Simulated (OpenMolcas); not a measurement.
**How methods differ on SiNH3 (SMILES [N][SiH3])**

The species is SiNH3 (5 atoms), meant as a triplet with charge 0. As SMILES, `[N][SiH3]`. The coordinates come from a GFN2-xTB relaxation.

```xyz
5

N    -1.5366    0.3343    0.4795
Si    0.0102   -0.0023   -0.0038
H     0.0649   -0.3132   -1.4454
H     0.5551   -1.1630    0.7272
H     0.9063    1.1442    0.2425
```

Each level gives the energy change with the N1–Si2 bond stretched from 1.655 to 2.069 Å (eV). The values are calculated.

```json
{"level": "ROHF/STO-3G", "kind": "Hartree–Fock", "program": "OpenMolcas", "value (eV)": "-0.02", "less FCI/STO-3G": "+0.43", "CPU time (all runs)": "4.9 s"}
{"level": "UHF/STO-3G", "kind": "Hartree–Fock", "program": "OpenMolcas", "value (eV)": "-0.16", "less FCI/STO-3G": "+0.29", "CPU time (all runs)": "3.7 s"}
{"level": "USVWN5/STO-3G", "kind": "LDA", "program": "OpenMolcas", "value (eV)": "-0.20", "less FCI/STO-3G": "+0.25", "CPU time (all runs)": "10 s"}
{"level": "UPBE/STO-3G", "kind": "GGA", "program": "OpenMolcas", "value (eV)": "-0.36", "less FCI/STO-3G": "+0.09", "CPU time (all runs)": "13 s"}
{"level": "U-r2SCAN/STO-3G", "kind": "meta-GGA", "program": "OpenMolcas", "value (eV)": "-0.30", "less FCI/STO-3G": "+0.15", "CPU time (all runs)": "18 s"}
{"level": "UB3LYP/STO-3G", "kind": "global hybrid", "program": "OpenMolcas", "value (eV)": "-0.31", "less FCI/STO-3G": "+0.14", "CPU time (all runs)": "16 s"}
{"level": "ROCCSD(T)/STO-3G", "kind": "coupled cluster or CI", "program": "OpenMolcas", "value (eV)": "-0.45", "less FCI/STO-3G": "0.00", "CPU time (all runs)": "5.2 s"}
{"level": "FCI/STO-3G", "kind": "exact in the basis", "program": "OpenMolcas", "value (eV)": "-0.45", "less FCI/STO-3G": "0.00", "CPU time (all runs)": "28 s"}
```

FCI/STO-3G is exact within its basis and frozen core, so for wave-function methods in that basis the difference is their error; functionals converge differently with the basis, so for them it is only a difference. The first shape isn't each level's own minimum. The values span -0.45 to -0.02 eV. Spin contamination of the reference (⟨S²⟩ at least 0.1 too high) touches UHF/STO-3G. All rows use very small basis sets, so even the best lies far from the true value. Times are those of the runs behind each value, whatever else they computed, on shared processors of several kinds: orders of magnitude only.
